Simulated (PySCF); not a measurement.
# How well do the runs reproduce experiment for C4H9Cl?

**What was measured.**

From NIST CCCBDB Release 22 (SRD 101), experimental dipoles, for the gas: dipole moment (dielectric constant and refractivity) 2.13 D.

The runs below try to reproduce these values; the comparison stands at the end.

Species: C4H9Cl.
Numbering: `[CH3:1][C:2]([CH3:3])([CH3:4])[Cl:5]` (hydrogens: H6, H7, H8 on C1; H9, H10, H11 on C3; H12, H13, H14 on C4)

Geometry (GFN2-xTB, Å), atoms numbered from 1 in this order:
```
atom  x, y, z in Å
C1    -0.980   -1.078   -0.058
C2     0.021    0.000    0.332
C3    -0.453    1.382   -0.095
C4     1.410   -0.305   -0.211
Cl5    0.136    0.004    2.140
H6    -1.077   -1.111   -1.141
H7    -1.955   -0.869    0.374
H8    -0.649   -2.052    0.293
H9    -1.430    1.598    0.330
H10   -0.526    1.425   -1.180
H11    0.245    2.146    0.239
H12    1.384   -0.310   -1.299
H13    1.751   -1.278    0.136
H14    2.123    0.447    0.118
```

The PySCF runs (gas phase, on this GFN2-xTB geometry; no spin–orbit coupling):

```
        level                                                                         job  basis functions  wall time
PBE0/pcSseg-1  shieldings, charges and field gradients, density and orbital grids written              137       20 s
```

Hardware: an Intel Xeon at 2.30 GHz with one thread, no GPU, on a shared host.

Results beside the measurements:

**Dipole moment.** Measured: 2.13 D (NIST CCCBDB Release 22 (SRD 101), experimental dipoles).

```tsv
level	computed (D)	computed − measured (D)	% (from the printed values)
PBE0/pcSseg-1	2.27	+0.14	+7
```

The computed dipoles belong to one fixed geometry; measured ones are averaged over vibrations unless marked μe. Magnitudes are compared, not signs.

The geometry is computed, not the measured one. Where a level misses, the cause wasn't examined.
